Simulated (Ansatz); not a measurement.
# Structure relaxation of Li3Ag

Level of theory: DFT r2SCAN, scalar-relativistic, plane waves, PAW (Ansatz 0.2.0). Cutoff 500 eV, Γ-centred k mesh, Gaussian smearing, no spin polarisation in the final step.

Li3Ag was placed on the Cu3Au (L1_2) structure type (Pm-3m, No. 221), with Ag in place of Au, Li in place of Cu, at a guessed volume.

```
CELL_PARAMETERS angstrom
4.02018 0.00000 0.00000
0.00000 4.02018 0.00000
0.00000 0.00000 4.02018
ATOMIC_POSITIONS crystal
Li 0.00000 0.50000 0.50000
Li 0.50000 0.00000 0.50000
Li 0.50000 0.50000 0.00000
Ag 0.00000 0.00000 0.00000
```

Cell and atoms relax at zero pressure; the relaxation can't lower the symmetry of the start.

Formation energies are uncorrected and refer to the elements' standard structures at the same level.

What does it relax into?

It keeps Pm-3m (No. 221). The result has the Cu3Au (L1_2) structure. Conventional cell: a = 4.067 Å. Li has 4 Ag at 2.88 Å and 8 Li at 2.88 Å; around Ag lie 12 Li at 2.88 Å.

```cif
data_structure
_symmetry_space_group_name_H-M 'Pm-3m'
_symmetry_Int_Tables_number 221
_cell_length_a 4.0670
_cell_length_b 4.0670
_cell_length_c 4.0670
_cell_angle_alpha 90.000
_cell_angle_beta 90.000
_cell_angle_gamma 90.000
_cell_volume 67.27
loop_
_atom_site_label
_atom_site_type_symbol
_atom_site_symmetry_multiplicity
_atom_site_Wyckoff_symbol
_atom_site_fract_x
_atom_site_fract_y
_atom_site_fract_z
_atom_site_occupancy
Li1 Li 3 c 0.00000 0.50000 0.50000 1
Ag1 Ag 1 a 0.00000 0.00000 0.00000 1
```

What are its volume, energy, density and gap?

The volume per atom is 16.82 Å³ and the density is 3.18 g/cm³. The energy over the elements is -0.09 eV/atom. The gap on the 12×12×12 mesh is 0 eV (a metal).

The final run used a 12×12×12 mesh on its 4-atom cell and 0.10 eV smearing. For metals, differences of a few meV/atom aren't resolved. Symmetry constrained the relaxation, so the result can be a saddle point. The steps took about 40 core-seconds in all.

Cost: 2 runs of about 0.73 core-minutes in all, on Arm Neoverse V1 (shared hosts).